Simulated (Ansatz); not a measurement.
# AlFH6Si: the cost of one run

Method: PBE0-D4/def2-SVP; program: Ansatz 0.2.0, Gaussian basis.

### Step 1. The system as given

The first end: 9 atoms, charge 0, spin multiplicity 1.

Atoms are counted from 1 here; the program's logs count them from 0.

Bond lengths: Al1–F2 1.667 Å, Al1–H3 1.579 Å, Al1–H4 1.580 Å, Si5–H6 1.515 Å, Si5–H7 1.483 Å, Si5–H8 1.476 Å, Si5–H9 1.476 Å. Angles: F2–Al1–H3 116.7°, F2–Al1–H4 116.5°, H3–Al1–H4 125.1°, H6–Si5–H7 103.5°, H6–Si5–H8 108.0°, H6–Si5–H9 108.2°, H7–Si5–H8 111.5°, H7–Si5–H9 111.4°, H8–Si5–H9 113.5°.

Geometry (Å):

```mol
AlFH6Si
  3D, bonds by distance, orders not assigned

  9  7  0  0  0  0  0  0  0  0999 V2000
   -1.2915   -0.4942   -0.9862 Al  0  0
   -1.7142   -0.5653    0.6252 F   0  0
   -0.8638   -1.8528   -1.6685 H   0  0
   -1.6792    0.8274   -1.7595 H   0  0
    1.1070    0.4233    0.8119 Si  0  0
    0.6023    0.0677   -0.5716 H   0  0
    2.4961    0.8802    0.5670 H   0  0
    1.0766   -0.8000    1.6374 H   0  0
    0.2665    1.5138    1.3442 H   0  0
  1  2  8  0
  1  3  8  0
  1  4  8  0
  5  6  8  0
  5  7  8  0
  5  8  8  0
  5  9  8  0
M  END
```

The second end:

```xyz
9
AlFH6Si
Al   -0.8902   -0.2387   -1.4228
F    -0.5069   -0.5591    0.5542
H    -0.7016   -1.7127   -1.9830
H    -2.3330    0.4170   -1.3218
Si    0.7839    0.2083    1.2593
H     0.3785    0.7476   -1.4688
H     2.0009   -0.2489    0.5666
H     0.7250   -0.2714    2.6563
H     0.5433    1.6581    1.1600
```

### Step 2. The band at PBE0-D4/def2-SVP

neb/in.yaml reads:

```yaml
crystal:
  periodic: [false, false, false]
  atoms:
    - {symbol: Al, position_ang: [-1.291479, -0.494151, -0.986205]}
    - {symbol: F, position_ang: [-1.714238, -0.565295, 0.625155]}
    - {symbol: H, position_ang: [-0.863755, -1.852827, -1.668520]}
    - {symbol: H, position_ang: [-1.679191, 0.827395, -1.759533]}
    - {symbol: Si, position_ang: [1.106959, 0.423272, 0.811920]}
    - {symbol: H, position_ang: [0.602312, 0.067663, -0.571588]}
    - {symbol: H, position_ang: [2.496089, 0.880220, 0.567012]}
    - {symbol: H, position_ang: [1.076630, -0.799973, 1.637445]}
    - {symbol: H, position_ang: [0.266473, 1.513796, 1.344216]}
basis:
  gaussian: {orbitals: def2-SVP}
hamiltonian: {xc: pbe0, dispersion: d4}
neb:
  images: 5
  climbing: true
  max_iterations: 40
  initial_path: idpp
  final_atoms:
    - {symbol: Al, position_ang: [-0.890159, -0.238728, -1.422849]}
    - {symbol: F, position_ang: [-0.506878, -0.559071, 0.554191]}
    - {symbol: H, position_ang: [-0.701612, -1.712747, -1.983029]}
    - {symbol: H, position_ang: [-2.333018, 0.416969, -1.321799]}
    - {symbol: Si, position_ang: [0.783853, 0.208252, 1.259338]}
    - {symbol: H, position_ang: [0.378473, 0.747571, -1.468833]}
    - {symbol: H, position_ang: [2.000890, -0.248878, 0.566560]}
    - {symbol: H, position_ang: [0.724962, -0.271415, 2.656339]}
    - {symbol: H, position_ang: [0.543288, 1.658148, 1.159981]}
```

Run with:

```sh
> ansatz run in.yaml --threads 2 --pin off --events-out ev --progress --plain --max-ram 4352MiB
```

**Question.** How long does this run take on 2 threads of Arm Neoverse V1, shared host?

About 1.9 min.
